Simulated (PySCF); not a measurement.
## Solvent effects on NMR parameters

Mapped SMILES: `[O:1]=[N+:2]([O-:3])[OH:4]`. Each H is labelled by its parent atom.

GIAO PBE0/pcSseg-1 in PySCF 2.14.0 with density-fitted response routines on one PBE0-D3(BJ)/def2-SVP conformer, non-relativistic, equivalent nuclei averaged. Solvents enter as an IEF-PCM continuum (benzene with ε = 2.3, methanol with ε = 32.6) around the gas-phase geometry.

In benzene, σ in ppm: O1/O3 -163.7, O4 -38.7, N2 -91.6, H(O4) 21.78. Dipole moment 2.73 D.

**Question.** How does each σ change in the more polar medium?

**Answer.** 
```tsv
atoms	environment	Δσ, methanol
O1/O3	oxygen bonded to N	+5.6
O4	N–OH oxygen	-4.1
N2	nitrogen bonded to O or N	-3.0
H(O4)	hydrogen on a N–OH oxygen	-0.71
```

Changes are relative to benzene. The dipole moment becomes 3.03 D in methanol.

**Question.** Which nuclei move most (in ppm), and what does the model miss?

**Answer.** O1/O3 (oxygen bonded to N, +5.6 ppm) in methanol. A continuum only polarises the solute; specific hydrogen bonds, the anisotropy of aromatic solvents and changes of geometry or conformer are outside it.
